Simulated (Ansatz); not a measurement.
Mulliken charges of CH₅OSi, SMILES `[CH2][SiH2]O` radical from ωB97M-V/def2-TZVPP in Ansatz (PBE0-D4/def2-TZVP geometry).

```
atom   x (Å)   y (Å)   z (Å)  charge (e)
  C1  -0.862   0.518  -0.791      -0.406
 Si2   0.654  -0.005   0.111       0.460
  O3   0.303  -0.724   1.554      -0.386
  H4  -0.971   0.417  -1.867       0.138
  H5  -1.703   0.992  -0.293       0.138
  H6   1.496   1.161   0.481      -0.045
  H7   1.431  -0.912  -0.780      -0.069
  H8  -0.256  -1.502   1.529       0.170
```

Q: By hand: the dipole of these point charges (1 e Å = 4.8032 D).

A: Σ q r = (-0.045, 0.017, -0.234) e Å, of length 0.239 e Å = 1.15 D.

Q: How does the dipole of the full density compare? (An estimate is asked.)

A: Ansatz gave: (-0.279, -0.142, -0.187) e Å, 1.75 D; the point charges give 0.66 times that, at 52° from its direction.

Point charges leave out the atoms' own dipoles, such as those of lone pairs, and Mulliken's split depends on the basis, so the two needn't agree.
